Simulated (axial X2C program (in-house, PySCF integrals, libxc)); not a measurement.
## Worked dissociation energy of BS: PBE0, with spin–orbit coupling

Calculated with an in-house relativistic program for diatomic molecules. Two-component (2c) means X2C with spin–orbit coupling and atomic mean-field two-electron Coulomb and Gaunt terms. Basis: S dyall-av3z [9s8p3d2f], B dyall-v3z [7s6p2d1f] (cores contracted in-house); Gaussian nuclei, density fitting, unrestricted open shells. Masses: S 31.972 u, B 11.009 u.

Molecular state: Ω = 1/2 (⟨Sz⟩ = 0.50, ⟨Lz⟩ = 0.00 at PBE0).

```
E(S) (2M_J = 2) : -399.018062 hartree
E(B) (2M_J = 1) : -24.625863 hartree
E(BS) at Re     : -423.861498 hartree
ωe              : 1199.6 cm⁻¹
ωexe            : 5.88 cm⁻¹
```

Task: Work out De and D0.

Result: De = -399.018062 + (-24.625863) − (-423.861498) = 0.21757 hartree = 5.920 eV. The zero-point energy is ωe/2 − ωexe/4 = 598 cm⁻¹ = 0.074 eV, so D0 = 5.846 eV.

One determinant describes the state; a PBE0 search over occupations chose it and may have missed a lower one. Dissociation energies refer to the lowest single-determinant-based atoms at the same level and basis. Density functionals use the spin component along the axis (collinear). In 2c an atomic determinant is not the ground J level, so De misses part of the atomic spin–orbit lowering. This holds for PBE0. The functionals have no current-density term, which raises determinants with orbital currents, atoms included.

Each atomic determinant is the lowest at this level and need not be a pure J level. Totals compare only within one Hamiltonian and basis.
